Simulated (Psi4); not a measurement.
# CH5B (BH2Me): levels of theory compared

Wanted: a comparison of 3 runs (M06-L/def2-TZVP, TPSS/def2-TZVP, r2SCAN/def2-TZVP) of CH5B (BH2Me). 

The calculation is run with Psi4 1.11.

## (1) The system as given

CH5B has 7 atoms, charge 0, and is taken as a singlet. SMILES: `[H]B([H])C`. The C4–H6 distance was set to 1.631 Å, away from the relaxed value. At this shape a bond of the SMILES string is far longer than usual.

Bond lengths: B1–C4 1.565 Å, B1–H2 1.170 Å, B1–H3 1.170 Å, C4–H5 1.093 Å, C4–H7 1.088 Å. Angles: B1–C4–H5 107.0°, B1–C4–H7 113.9°, H2–B1–C4 120.0°, H3–B1–C4 120.6°, H5–C4–H7 105.8°, H2–B1–H3 119.4°. A long bond or contact: C4–H6 1.631 Å.

## (2) Energy and forces at M06-L/def2-TZVP (run 1)

The input, input.inp:

```
memory 1600 MB

molecule system {
  0 1
  B
  H 1 1.170104
  H 1 1.170017 2 119.35786
  C 1 1.564883 3 120.56625 2 -177.75211
  H 4 1.092553 1 107.02663 3 93.3798
  H 4 1.6312 5 106.36746 1 122.80718
  H 4 1.088161 5 105.82011 1 -121.76952
  symmetry c1
}

set basis def2-TZVP
set puream true
set e_convergence 1e-09
set d_convergence 1e-08
set scf_type pk
set dft_radial_points 99
set dft_spherical_points 590

result, w = gradient('m06-l', return_wfn=True)
oeprop(w, 'WIBERG_LOWDIN_INDICES', 'MAYER_INDICES', 'LOWDIN_CHARGES', title='M06-L')
```

On the command line:

```sh
psi4 input.inp input.out -n 1
```

input.out:

```text
[...]
  Running in c1 symmetry.
[...]
  Nuclear repulsion =   30.598355230869736
[...]
  Multiplicity = 1
[...]
  Nalpha       = 8
  Nbeta        = 8
[...]
    Number of basis functions: 92
[...]
   @RKS iter   1:   -65.48359593097275   -3.50194e-01   8.82884e-03 DIIS/ADIIS
[...]
   @RKS iter  12:   -65.88179620941182   -1.27898e-12   3.81212e-09 DIIS
[...]
    Orbital Energies [Eh]
    ---------------------
    Doubly Occupied:
       1A    -10.069569     2A     -6.652477     3A     -0.656471
       4A     -0.453159     5A     -0.380776     6A     -0.343794
       7A     -0.310966     8A     -0.275472
[...]
  @RKS Final Energy:   -65.88179620941182
   => Energetics <=
    Nuclear Repulsion Energy =             30.5983552308697355
    One-Electron Energy =                -147.2852891031744775
    Two-Electron Energy =                  62.0375962430922812
    DFT Exchange-Correlation Energy =     -11.2324585801993599
    Empirical Dispersion Energy =           0.0000000000000000
    VV10 Nonlocal Energy =                  0.0000000000000000
    Total Energy =                        -65.8817962094118172
[...]
 Multipole Moments:
 ------------------------------------------------------------------------------------
     Multipole            Electronic (a.u.)      Nuclear  (a.u.)        Total (a.u.)
 ------------------------------------------------------------------------------------
 L = 1.  Multiply by 2.5417464519 to convert [e a0] to [Debye]
 Dipole X            :          0.0623235            0.0382421            0.1005655
 Dipole Y            :          0.9105929           -1.1067109           -0.1961181
 Dipole Z            :          1.1258574           -1.0353114            0.0905461
 Magnitude           :                                                    0.2382736
[...]
  -Total Gradient:
     Atom            X                  Y                   Z
    ------   -----------------  -----------------  -----------------
       1        0.002723259627     0.016388746652     0.020902939229
       2       -0.000473643024     0.000914790579    -0.009736553804
       3       -0.000676895603    -0.008827105614     0.002058109354
       4        0.027601574944    -0.016571497822     0.056346215093
       5       -0.000848454329     0.000594723544     0.008165876611
       6       -0.031885204355     0.005577433451    -0.084540188324
       7        0.003570520713     0.001904733819     0.006773342448
[...]
```

It took 73 s on 1 thread of AMD EPYC 7R43 (Zen 3), shared host; peak memory 0.84 GiB.

## (3) Energy and gradient at TPSS/def2-TZVP (run 2)

The input, calc.py:

```python
import psi4

psi4.set_memory('1600 MB')
psi4.set_num_threads(1)
psi4.core.set_output_file('run.log', False)

mol = psi4.geometry("""
0 1
B      0.955433     0.742243    -0.176640
H      2.125533     0.743463    -0.173910
H      0.380913     1.759243    -0.244290
C      0.173433    -0.612827    -0.143180
H      0.104993    -0.968237    -1.174040
H     -1.358290    -0.496260     0.405500
H      0.681543    -1.400767     0.409150
symmetry c1
no_reorient
no_com
""")

options = {'reference': 'rks', 'puream': True, 'e_convergence': 1e-09, 'd_convergence': 1e-08, 'scf_type': 'pk', 'dft_radial_points': 99, 'dft_spherical_points': 590}
psi4.set_options(options)

e_tot, wfn = psi4.gradient('tpss/def2-TZVP', return_wfn=True)
psi4.oeprop(wfn, 'LOWDIN_CHARGES', 'QUADRUPOLE', 'MULLIKEN_CHARGES', title='TPSS')
print('gradient / Eh bohr^-1')
print(e_tot.np.round(6))
print(f'energy = {wfn.energy():.10f} Eh')
```

On the command line:

```sh
python calc.py
```

run.log:

```text
[...]
  Running in c1 symmetry.
[...]
  Nuclear repulsion =   30.598358835864598
[...]
  Multiplicity = 1
[...]
  Nalpha       = 8
  Nbeta        = 8
[...]
    Number of basis functions: 92
[...]
   @RKS iter   1:   -65.46762432712511   -2.72727e-01   9.43462e-03 ADIIS/DIIS
[...]
   @RKS iter  11:   -65.90997587936396   -9.23706e-13   2.50134e-09 DIIS
[...]
  @RKS Final Energy:   -65.90997587936396
   => Energetics <=
    Nuclear Repulsion Energy =             30.5983588358645981
    One-Electron Energy =                -147.2989826250751548
    Two-Electron Energy =                  62.0437734861560983
    DFT Exchange-Correlation Energy =     -11.2531255763095022
    Empirical Dispersion Energy =           0.0000000000000000
    VV10 Nonlocal Energy =                  0.0000000000000000
    Total Energy =                        -65.9099758793639552
[...]
  -Total Gradient:
     Atom            X                  Y                   Z
    ------   -----------------  -----------------  -----------------
       1        0.019038933202     0.011597973177    -0.003778993226
       2       -0.013606472914     0.001604584648     0.000134875445
       3        0.004299062621    -0.011711173838     0.001686616680
       4        0.055417835551    -0.015039743176    -0.027202746827
       5        0.009448410914     0.001836219981     0.005249177105
       6       -0.080085758738     0.007389347163     0.029782797410
       7        0.005488209896     0.004322007557    -0.005871461923
[...]
 Multipole Moments:
 ------------------------------------------------------------------------------------
     Multipole            Electronic (a.u.)      Nuclear  (a.u.)        Total (a.u.)
 ------------------------------------------------------------------------------------
 L = 1.  Multiply by 2.5417464519 to convert [e a0] to [Debye]
 Dipole X            :        -14.5202503           14.6500167            0.1297665
 Dipole Y            :          0.4359879           -0.6204065           -0.1844187
 Dipole Z            :          4.6601025           -4.7618642           -0.1017617
 Magnitude           :                                                    0.2473965
 L = 2.  Multiply by 1.3450342976 to convert [e a0^2] to [Debye ang]
 Quadrupole XX       :        -53.9757813           41.8821500          -12.0936313
 Quadrupole XY       :        -17.7063204           17.0561496           -0.6501707
[...]
```

The script printed:

```text
gradient / Eh bohr^-1
[[ 0.019039  0.011598 -0.003779]
 [-0.013606  0.001605  0.000135]
 [ 0.004299 -0.011711  0.001687]
 [ 0.055418 -0.01504  -0.027203]
 [ 0.009448  0.001836  0.005249]
 [-0.080086  0.007389  0.029783]
 [ 0.005488  0.004322 -0.005871]]
energy = -65.9099758794 Eh
```

Wall time 89 s (1 thread of AMD EPYC 7R43 (Zen 3), shared host); peak memory 0.84 GiB.

## (4) Energy and gradient at r2SCAN/def2-TZVP (run 3)

The input, job.py:

```python
import psi4

psi4.set_memory('1600 MB')
psi4.set_num_threads(1)
psi4.set_output_file('psi4.out', False)

geom = psi4.geometry("""
0 1
B
H 1 1.170104
H 1 1.170017 2 119.35786
C 1 1.564883 3 120.56625 2 -177.75211
H 4 1.092553 1 107.02663 3 93.3798
H 4 1.6312 5 106.36746 1 122.80718
H 4 1.088161 5 105.82011 1 -121.76952
symmetry c1
no_reorient
no_com
""")

options = {'basis': 'def2-TZVP', 'puream': True, 'e_convergence': 1e-09, 'd_convergence': 1e-08, 'scf_type': 'pk', 'dft_radial_points': 99, 'dft_spherical_points': 590}
psi4.set_options(options)

result = psi4.gradient('R2SCAN')
print('gradient / Eh bohr^-1')
print(result.np.round(6))
```

On the command line:

```sh
python job.py
```

psi4.out:

```text
[...]
  Running in c1 symmetry.
[...]
  Nuclear repulsion =   30.598355230869732
[...]
  Multiplicity = 1
[...]
  Nalpha       = 8
  Nbeta        = 8
[...]
    Number of basis functions: 92
[...]
   @RKS iter   1:   -65.43528427868193   -3.12253e-01   8.95629e-03 ADIIS/DIIS
[...]
   @RKS iter  11:   -65.83704847305778   -4.70379e-12   7.49851e-09 DIIS
[...]
    Orbital Energies [Eh]
    ---------------------
    Doubly Occupied:
       1A    -10.054569     2A     -6.631893     3A     -0.658393
       4A     -0.457723     5A     -0.385454     6A     -0.346971
       7A     -0.310750     8A     -0.275801
[...]
  @RKS Final Energy:   -65.83704847305778
   => Energetics <=
    Nuclear Repulsion Energy =             30.5983552308697320
    One-Electron Energy =                -147.2873297066342957
    Two-Electron Energy =                  62.0178819518104589
    DFT Exchange-Correlation Energy =     -11.1659559491036671
    Empirical Dispersion Energy =           0.0000000000000000
    VV10 Nonlocal Energy =                  0.0000000000000000
    Total Energy =                        -65.8370484730577772
[...]
 Multipole Moments:
 ------------------------------------------------------------------------------------
     Multipole            Electronic (a.u.)      Nuclear  (a.u.)        Total (a.u.)
 ------------------------------------------------------------------------------------
 L = 1.  Multiply by 2.5417464519 to convert [e a0] to [Debye]
 Dipole X            :          0.0739932            0.0382421            0.1122353
 Dipole Y            :          0.9188735           -1.1067109           -0.1878374
 Dipole Z            :          1.1489645           -1.0353114            0.1136532
 Magnitude           :                                                    0.2465699
[...]
  -Total Gradient:
     Atom            X                  Y                   Z
    ------   -----------------  -----------------  -----------------
       1        0.002642497653     0.015905675260     0.021362764162
       2       -0.000352359581     0.001686683697    -0.013596924392
       3       -0.000860046160    -0.011737323313     0.004311662595
       4        0.028890115963    -0.015333296382     0.055267006027
       5       -0.003508341352     0.000739216642     0.008906555312
       6       -0.031338087016     0.005504441474    -0.082354945598
       7        0.004525580680     0.003205837086     0.006064171596
[...]
```

Standard output:

```text
gradient / Eh bohr^-1
[[ 0.002642  0.015906  0.021363]
 [-0.000352  0.001687 -0.013597]
 [-0.00086  -0.011737  0.004312]
 [ 0.02889  -0.015333  0.055267]
 [-0.003508  0.000739  0.008907]
 [-0.031338  0.005504 -0.082355]
 [ 0.004526  0.003206  0.006064]]
```

It took 82 s on 1 thread of AMD EPYC 7R43 (Zen 3), shared host; peak memory 0.84 GiB.

## (5) The series

```
run             level  energy (Eh)  dipole moment (D)  HOMO energy (eV)  LUMO energy (eV)  wall time
  1   M06-L/def2-TZVP   -65.881796               0.61             -7.50             -1.90       73 s
  2    TPSS/def2-TZVP   -65.909976               0.63             -7.43             -2.30       89 s
  3  r2SCAN/def2-TZVP   -65.837048               0.63             -7.50             -2.13       82 s
```

## (6) Outcome

| quantity | value |
| --- | --- |
| run 3: total energy | -65.83705 Eh |
| run 3: dipole moment | 0.63 D |
| run 3: HOMO energy | -7.50 eV |
| run 3: LUMO energy | -2.13 eV |
| run 3: HOMO–LUMO gap | 5.37 eV |
| run 3: largest force on an atom | 4.540 eV/Å |

The dipole moment (its size) runs from 0.61 D (M06-L/def2-TZVP) to 0.63 D (TPSS/def2-TZVP). The HOMO–LUMO gap runs from 5.13 eV (TPSS/def2-TZVP) to 5.60 eV (M06-L/def2-TZVP). Totals of different functionals can't be ranked against each other. All runs together took 4.1 min, the longest 89 s.
